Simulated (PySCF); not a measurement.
C2H6O, charge -1, sextet, at the geometry of the source list (a state made from the parent by changing its charge; the spin is typed, not shown lowest) (in this run its highest filled SCF level lies above zero, so its values depend strongly on the basis, on diffuse functions most of all); TPSS/3-21G (PySCF).

Here is a job for PySCF.
```python
from pyscf import gto, scf, dft

mol = gto.Mole()
mol.atom = '''
    C    -0.869300    0.226800    0.204600
    C     0.390900   -0.354800   -0.427200
    O     1.555500    0.358500   -0.078500
    H    -1.741900   -0.324600   -0.133500
    H    -0.980100    1.270700   -0.076700
    H    -0.816500    0.162100    1.290600
    H     0.493600   -1.413800   -0.145600
    H     0.333900   -0.291700   -1.516100
    H     1.633800    0.366700    0.882300
'''
mol.basis = '3-21g'
mol.charge = -1
mol.spin = 5
mol.verbose = 4
mol.build()

mf = dft.UKS(mol)
mf.xc = 'tpss'
mf.kernel()
mf.analyze()
```

Problem. Predict the main parts of the log of this PySCF run.

Solution. 
```
PySCF version 2.14.0

[INPUT] verbose = 4
[INPUT] num. atoms = 9
[INPUT] num. electrons = 27
[INPUT] charge = -1
[INPUT] spin (= nelec alpha-beta = 2S) = 5
[INPUT] symmetry False subgroup None
[INPUT] Mole.unit = angstrom
[INPUT] Symbol           X                Y                Z      unit          X                Y                Z       unit  Magmom
[...]
nuclear repulsion = 81.9370502168237
number of shells = 27
number of NR pGTOs = 63
number of NR cGTOs = 39
basis = 3-21g
ecp = {}

******** <class 'pyscf.dft.uks.UKS'> ********
method = UKS
initial guess = minao
damping factor = 0
level_shift factor = 0
DIIS = <class 'pyscf.scf.diis.CDIIS'>
diis_start_cycle = 1
diis_space = 8
diis_damp = 0
SCF conv_tol = 1e-09
SCF conv_tol_grad = None
SCF max_cycles = 50
direct_scf = True
direct_scf_tol = 1e-13
number electrons alpha = 16  beta = 11
XC library pyscf.dft.libxc version 7.1.2
    S. Lehtola, C. Steigemann, M. J. T. Oliveira, and M. A. L. Marques,  SoftwareX 7, 1–5 (2018)
XC functionals = tpss
    J. Tao, J. P. Perdew, V. N. Staroverov, and G. E. Scuseria,  Phys. Rev. Lett. 91, 146401 (2003)
    J. P. Perdew, J. Tao, V. N. Staroverov, and G. E. Scuseria,  J. Chem. Phys. 120, 6898 (2004)
    J. Tao, J. P. Perdew, V. N. Staroverov, and G. E. Scuseria,  Phys. Rev. Lett. 91, 146401 (2003)
    J. P. Perdew, J. Tao, V. N. Staroverov, and G. E. Scuseria,  J. Chem. Phys. 120, 6898 (2004)
radial grids:
    Treutler-Ahlrichs [JCP 102, 346 (1995); DOI:10.1063/1.469408] (M4) radial grids

becke partition: Becke, JCP 88, 2547 (1988); DOI:10.1063/1.454033
pruning grids: <function nwchem_prune>
grids dens level: 3
symmetrized grids: False
atomic radii adjust function: <function treutler_atomic_radii_adjust>
small_rho_cutoff = 0
Set gradient conv threshold to 3.16228e-05
tot grids = 101168
init E= -154.185344806154

cycle= 1 E= -153.272150726826  delta_E= 0.913  |g|= 0.315  |ddm|= 8.75

cycle= 2 E= -152.919697596189  delta_E= 0.352  |g|= 0.731  |ddm|= 9.44

cycle= 3 E= -153.217983560728  delta_E= -0.298  |g|= 0.378  |ddm|= 10.8

cycle= 4 E= -153.32459144992  delta_E= -0.107  |g|= 0.145  |ddm|= 5.48

cycle= 5 E= -153.328083952065  delta_E= -0.00349  |g|= 0.141  |ddm|= 0.773

cycle= 6 E= -153.338758115006  delta_E= -0.0107  |g|= 0.0213  |ddm|= 0.644

cycle= 7 E= -153.33910135412  delta_E= -0.000343  |g|= 0.0111  |ddm|= 0.641

cycle= 8 E= -153.339249135789  delta_E= -0.000148  |g|= 0.00832  |ddm|= 0.551

cycle= 9 E= -153.339324856715  delta_E= -7.57e-05  |g|= 0.00143  |ddm|= 0.0989

cycle= 10 E= -153.339326775755  delta_E= -1.92e-06  |g|= 0.000991  |ddm|= 0.0476

cycle= 11 E= -153.339328133704  delta_E= -1.36e-06  |g|= 0.000167  |ddm|= 0.0127

cycle= 12 E= -153.339328193184  delta_E= -5.95e-08  |g|= 0.000222  |ddm|= 0.01

cycle= 13 E= -153.339328248774  delta_E= -5.56e-08  |g|= 4.58e-05  |ddm|= 0.00221

cycle= 14 E= -153.339328250979  delta_E= -2.2e-09  |g|= 4.08e-05  |ddm|= 0.00221

cycle= 15 E= -153.339328252658  delta_E= -1.68e-09  |g|= 1.36e-05  |ddm|= 0.000321

cycle= 16 E= -153.339328252846  delta_E= -1.87e-10  |g|= 2.43e-06  |ddm|= 0.000184

Extra cycle  E= -153.339328252693  delta_E= 1.53e-10  |g|= 1.3e-05  |ddm|= 0.000249
converged SCF energy = -153.339328252693  <S^2> = 8.7538817  2S+1 = 6.0012938
**** SCF Summaries ****
Total Energy =                        -153.339328252692781
Nuclear Repulsion Energy =              81.937050216823721
One-electron Energy =                 -374.199664520753856
Two-electron Energy =                  138.923286051237369
Two-electron Coulomb Energy =          160.756055073137503
DFT Exchange-Correlation Energy =      -21.832769021900127
**** MO energy ****
                             alpha | beta                alpha | beta
[...]
To work with the spin densities directly, `use mulliken_meta_spin()` only printing them here.

 ** Mulliken spin pop alpha/beta on meta-lowdin orthogonal AOs **
 ** Mulliken Spin Density (per AO)  **
spin_pop of  0 C 1s       -0.00001
spin_pop of  0 C 2s        0.09914
spin_pop of  0 C 3s        0.00781
spin_pop of  0 C 2px       0.11513
spin_pop of  0 C 2py       0.01941
spin_pop of  0 C 2pz       0.17682
spin_pop of  0 C 3px       0.00768
spin_pop of  0 C 3py       0.00586
spin_pop of  0 C 3pz       0.01023
spin_pop of  1 C 1s       -0.00002
spin_pop of  1 C 2s        0.14389
spin_pop of  1 C 3s        0.00876
spin_pop of  1 C 2px       0.19826
spin_pop of  1 C 2py       0.11158
spin_pop of  1 C 2pz       0.45397
spin_pop of  1 C 3px       0.02027
spin_pop of  1 C 3py       0.00886
spin_pop of  1 C 3pz       0.01907
spin_pop of  2 O 1s       -0.00001
spin_pop of  2 O 2s        0.15567
spin_pop of  2 O 3s        0.00834
spin_pop of  2 O 2px       0.28607
spin_pop of  2 O 2py       0.56396
spin_pop of  2 O 2pz       0.19778
spin_pop of  2 O 3px       0.00174
spin_pop of  2 O 3py       0.00099
spin_pop of  2 O 3pz       0.00588
spin_pop of  3 H 1s        0.07885
spin_pop of  3 H 2s        0.02438
spin_pop of  4 H 1s        0.08424
spin_pop of  4 H 2s        0.03369
spin_pop of  5 H 1s        0.31987
spin_pop of  5 H 2s        0.07541
spin_pop of  6 H 1s        0.31652
spin_pop of  6 H 2s        0.08509
spin_pop of  7 H 1s        0.58391
spin_pop of  7 H 2s        0.14468
spin_pop of  8 H 1s        0.54289
spin_pop of  8 H 2s        0.08335
 ** Mulliken Spin Density (per atom)  **
spin density of  0 C =      0.44207
spin density of  1 C =      0.96463
spin density of  2 O =      1.22042
spin density of  3 H =      0.10322
spin density of  4 H =      0.11793
spin density of  5 H =      0.39528
spin density of  6 H =      0.40161
spin density of  7 H =      0.72859
spin density of  8 H =      0.62624
 ** Mulliken pop alpha/beta on meta-lowdin orthogonal AOs **
 ** Mulliken pop       alpha | beta **
[...]
In total            16.00000 | 11.00000
 ** Mulliken atomic charges   ( Nelec_alpha | Nelec_beta ) **
charge of  0C =     -0.30397  (     3.37302      2.93095 )
charge of  1C =     -0.16329  (     3.56396      2.59933 )
charge of  2O =     -0.10626  (     4.66334      3.44292 )
charge of  3H =      0.01149  (     0.54587      0.44264 )
charge of  4H =      0.01776  (     0.55009      0.43215 )
charge of  5H =     -0.07741  (     0.73635      0.34106 )
charge of  6H =     -0.02880  (     0.71521      0.31360 )
charge of  7H =     -0.18120  (     0.95489      0.22630 )
charge of  8H =     -0.16832  (     0.89728      0.27104 )

WARN: System has nonzero charge -1; the dipole moment is origin-dependent.
Location of origin: [0. 0. 0.]

Dipole moment(X, Y, Z, Debye): -1.27903,  0.55077, -0.13265
```
